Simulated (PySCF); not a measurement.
# BH₂⁺: map over both bonds

Method: PBE0/[B def2-TZVP, H def2-TZVP], no relativity, density fitting, PySCF.

Rigid scan from the singlet minimum (B–H 1.179 Å (×2); H–B–H 180.0°). Coordinate: rows scale the first bond (B–H), columns the second (B–H). Energies in kJ/mol from the minimum.

(1) Give the energy map for rows 0.94, 0.97, 1.00, 1.04, 1.09, 1.15 and columns 0.94, 0.97, 1.00, 1.04, 1.09, 1.15.

(2) And the size of the dipole moment (D, about the centre of mass) on the same grid?

Results:

(1) 
| scale \ scale | 0.94 | 0.97 | 1.00 | 1.04 | 1.09 | 1.15 |
| --- | --- | --- | --- | --- | --- | --- |
| 0.94 | 14.3 | 8.8 | 7.3 | 10.1 | 19.8 | 38.4 |
| 0.97 | 8.8 | 3.4 | 1.7 | 4.4 | 14.1 | 32.5 |
| 1.00 | 7.3 | 1.7 | 0.0 | 2.6 | 12.2 | 30.5 |
| 1.04 | 10.1 | 4.4 | 2.6 | 5.2 | 14.6 | 32.8 |
| 1.09 | 19.8 | 14.1 | 12.2 | 14.6 | 23.9 | 41.9 |
| 1.15 | 38.4 | 32.5 | 30.5 | 32.8 | 41.9 | 59.6 |

(2) 
| scale \ scale | 0.94 | 0.97 | 1.00 | 1.04 | 1.09 | 1.15 |
| --- | --- | --- | --- | --- | --- | --- |
| 0.94 | 0.00 | 0.02 | 0.04 | 0.07 | 0.12 | 0.18 |
| 0.97 | 0.02 | 0.00 | 0.02 | 0.05 | 0.10 | 0.16 |
| 1.00 | 0.04 | 0.02 | 0.00 | 0.03 | 0.08 | 0.14 |
| 1.04 | 0.07 | 0.05 | 0.03 | 0.00 | 0.04 | 0.11 |
| 1.09 | 0.12 | 0.10 | 0.08 | 0.04 | 0.00 | 0.06 |
| 1.15 | 0.18 | 0.16 | 0.14 | 0.11 | 0.06 | 0.00 |

The scan took 15 s on 2 threads of a shared Intel Xeon Platinum 8488C (Sapphire Rapids) host; the process peaked at 0.51 GiB.
